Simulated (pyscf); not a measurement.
`[CH3][SiH]([Cl])[Cl]` + `[H]` [doublet] → `[CH3][SiH]([Cl])[Cl]` + `[H]` [doublet] (substitution at Si; doublet surface; H–Si broken, H–Si formed). Single points on ωB97X-D3(BJ)/def2-SVP structures (PySCF, gas phase). Energies in eV from the separated reactants.

```csv
level,barrier,reaction energy
ωB97X-D3(BJ)/def2-TZVP,0.59,0.00
PBE/def2-TZVP,[?],0.00
PBE0-D3(BJ)/def2-TZVP,0.44,0.00
M06-2X/def2-TZVP,0.63,0.00
ωB97M-D3(BJ)/def2-TZVP,0.59,0.00
HF/def2-TZVP,[?],0.00
```

Task: What belongs in the gaps?

Result: 
- PBE/def2-TZVP, barrier: 0.34
- HF/def2-TZVP, barrier: 1.30

The functionals in the table span 0.29 eV in this barrier, from PBE to M06-2X. The same reactants have a lower exit, to H₃C–Si•(Cl)–Cl + H₂ (barrier +0.21 eV at ωB97M-D3(BJ), against +0.59 eV here). One saddle was located; it need not be the lowest between these sides. The angle at the attacked Si is 59° (front-side attack).
